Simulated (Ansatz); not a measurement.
# C7H16: a ladder of functionals and wavefunction methods

The task here is to estimate one member of a computed series from the others.

Method: functionals in def2-TZVPP, the program's frozen cores in correlated methods; program: Ansatz 0.2.0, Gaussian basis.

The runs, in order: LDA (SPW92), PBE-D4, revPBE-D4, BLYP-D4, r2SCAN-D4, B97M-V, PBE0-D4, B3LYP-D4, r2SCANh-D4, r2SCAN0-D4, HSE06-D4, BHLYP-D4, CAM-B3LYP-D4, LC-ωPBE, ωB97X-V, ωB97M-V, B2PLYP, PBE-QIDH; CCSD(T)/def2-SVP; CCSD(T)/def2-TZVPP; MP2/def2-QZVPP; extrapolation to the limit; RPA on PBE.

1 further run of the same task is left out (it didn't finish).

### The relaxed structure

The geometry comes from an earlier relaxation with PBE0-D4 in a triple-zeta def2 set; it is a stationary point, not always the lowest conformer.

SMILES `CC(C)C(C)(C)C`, 23 atoms, charge 0, spin multiplicity 1.

Atoms are counted from 1 here; the program's logs count them from 0.

Bond lengths: C1–C2 1.525 Å, C1–H8 1.091 Å, C1–H9 1.094 Å, C1–H10 1.093 Å, C2–C3 1.525 Å, C2–C4 1.552 Å, C2–H11 1.099 Å, C3–H12 1.091 Å, C3–H13 1.094 Å, C3–H14 1.093 Å, C4–C5 1.529 Å, C4–C6 1.529 Å, C4–C7 1.527 Å, C5–H15 1.093 Å, C5–H16 1.094 Å, C5–H17 1.092 Å, C6–H18 1.094 Å, C6–H19 1.093 Å and more. Angles: C2–C1–H8 112.6°, C2–C1–H9 111.4°, C2–C1–H10 110.0°, H8–C1–H9 108.0°, H8–C1–H10 107.4°, H9–C1–H10 107.1°, C1–C2–C3 109.0°, C1–C2–C4 113.8°, C1–C2–H11 107.2°, C3–C2–C4 113.8°, C3–C2–H11 107.2°, C4–C2–H11 105.3°, C2–C3–H12 112.7°, C2–C3–H13 111.4°, C2–C3–H14 110.0°, H12–C3–H13 108.0°, H12–C3–H14 107.4°, H13–C3–H14 107.1° and more.

Set-up of the first run:

The input, in.yaml:

```yaml
crystal:
  periodic: [false, false, false]
  atoms:
    - {symbol: C, position_ang: [0.918769, -0.612309, -1.712160]}
    - {symbol: C, position_ang: [0.168245, -0.856929, -0.407897]}
    - {symbol: C, position_ang: [1.059680, -1.654992, 0.536915]}
    - {symbol: C, position_ang: [-0.419911, 0.431202, 0.226255]}
    - {symbol: C, position_ang: [-1.232868, 0.067516, 1.468832]}
    - {symbol: C, position_ang: [-1.365520, 1.107614, -0.766431]}
    - {symbol: C, position_ang: [0.668913, 1.425302, 0.624255]}
    - {symbol: H, position_ang: [0.301192, -0.123287, -2.466839]}
    - {symbol: H, position_ang: [1.808459, 0.003139, -1.552081]}
    - {symbol: H, position_ang: [1.256696, -1.562690, -2.133034]}
    - {symbol: H, position_ang: [-0.700751, -1.486512, -0.645424]}
    - {symbol: H, position_ang: [0.548411, -1.938304, 1.458032]}
    - {symbol: H, position_ang: [1.958583, -1.094023, 0.807504]}
    - {symbol: H, position_ang: [1.389891, -2.576374, 0.050537]}
    - {symbol: H, position_ang: [-1.750617, 0.950031, 1.854364]}
    - {symbol: H, position_ang: [-1.989796, -0.688207, 1.237041]}
    - {symbol: H, position_ang: [-0.604143, -0.319001, 2.273169]}
    - {symbol: H, position_ang: [-2.128559, 0.408540, -1.122613]}
    - {symbol: H, position_ang: [-1.879295, 1.946287, -0.288741]}
    - {symbol: H, position_ang: [-0.835870, 1.501982, -1.635684]}
    - {symbol: H, position_ang: [1.351498, 1.004311, 1.366128]}
    - {symbol: H, position_ang: [1.258902, 1.747705, -0.236870]}
    - {symbol: H, position_ang: [0.218099, 2.319008, 1.064735]}
basis:
  gaussian: {orbitals: def2-TZVPP}
hamiltonian: {xc: lda}
output: {orbitals: {seedname: orbitals}}
```

Steps of the session up to this table: LDA; PBE-D4 (GGA); revPBE-D4 (GGA); BLYP-D4 (GGA); r2SCAN-D4 (meta-GGA); B97M-V (meta-GGA); PBE0-D4 (hybrid); B3LYP-D4 (hybrid); r2SCANh-D4 (hybrid); r2SCAN0-D4 (hybrid); HSE06-D4 (hybrid); BHLYP-D4 (hybrid); CAM-B3LYP-D4 (range-separated); LC-ωPBE-D4 (range-separated; the results give it without D4); ωB97X-V (range-separated); ωB97M-V (range-separated); B2PLYP (double hybrid); PBE-QIDH (double hybrid).

One table of the session follows, with a row left open; its other results are not shown here.

It belongs to the step «Orbital energies across the functionals». 

| functional | HOMO (eV) | LUMO (eV) | gap (eV) |
| --- | --- | --- | --- |
| LDA (SPW92) | -7.26 | 0.04 | 7.30 |
| PBE-D4 | -7.18 | 0.25 | 7.43 |
| revPBE-D4 | -7.13 | 0.37 | 7.49 |
| BLYP-D4 | -7.10 | 0.27 | 7.36 |
| r2SCAN-D4 | -7.42 | 0.93 | 8.35 |
| B97M-V | -7.59 | 0.33 | 7.91 |
| PBE0-D4 | -8.48 | 1.04 | 9.52 |
| B3LYP-D4 | -8.30 | 0.73 | 9.03 |
| r2SCANh-D4 | ? | ? | ? |
| r2SCAN0-D4 | -8.64 | 1.48 | 10.12 |
| HSE06-D4 | -8.08 | 0.68 | 8.75 |
| BHLYP-D4 | -9.75 | 1.65 | 11.41 |
| CAM-B3LYP-D4 | -9.88 | 1.81 | 11.70 |
| LC-ωPBE | -11.18 | 3.10 | 14.29 |
| ωB97X-V | -10.87 | 2.86 | 13.73 |
| ωB97M-V | -10.76 | 2.46 | 13.22 |

Estimate the missing values for r2SCANh-D4.

Worked estimate for «HOMO (eV)». Against the share of exact exchange, r2SCAN-D4 (0, -7.42), r2SCAN0-D4 (0.25, -8.64) give a slope of -4.88 per unit share; at 0.1 the line stands at -7.91.

The run gave: HOMO (eV): -7.90; LUMO (eV): 1.16; gap (eV): 9.06. In «HOMO (eV)» the line misses by -0.01.
